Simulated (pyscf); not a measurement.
Thermochemistry of product channels of Cl–BH–Cl (SMILES ClBCl) + SiH₄ (SMILES [SiH4]) on the singlet surface, in kJ/mol, from ωB97M-D3(BJ)/def2-TZVP energies (ideal gas, 1 atm, RRHO with modes under 100 cm⁻¹ raised to 100, one conformer, R ln 2 for chiral ones without a mode under 150 cm⁻¹). Structures and frequencies: ωB97X-D3(BJ)/def2-SVP in PySCF.

| products | ΔE | ΔH(298 K) | ΔG(600 K) | ΔG(900 K) |
|---|---|---|---|---|
| H₃Si–Cl (SMILES [SiH3]Cl) + H₂B–Cl (SMILES BCl) | +0.7 | +3.7 | -3.7 | (withheld) |
| HCl (SMILES Cl) + H₃Si–BH–Cl (SMILES [SiH3]BCl) | (withheld) | +115.5 | +104.0 | (withheld) |
| H₃Si–B(Cl)–Cl (SMILES [SiH3]B(Cl)Cl) + H₂ (SMILES [H][H]) | +43.5 | +35.3 | +37.8 | +34.6 |

Problem. What belongs in the gaps?

Solution. 
- H₃Si–Cl (SMILES [SiH3]Cl) + H₂B–Cl (SMILES BCl), ΔG(900 K): -7.2
- HCl (SMILES Cl) + H₃Si–BH–Cl (SMILES [SiH3]BCl), ΔE: +116.6
- HCl (SMILES Cl) + H₃Si–BH–Cl (SMILES [SiH3]BCl), ΔG(900 K): +96.1

These are energies of the channels, which say nothing of barriers.
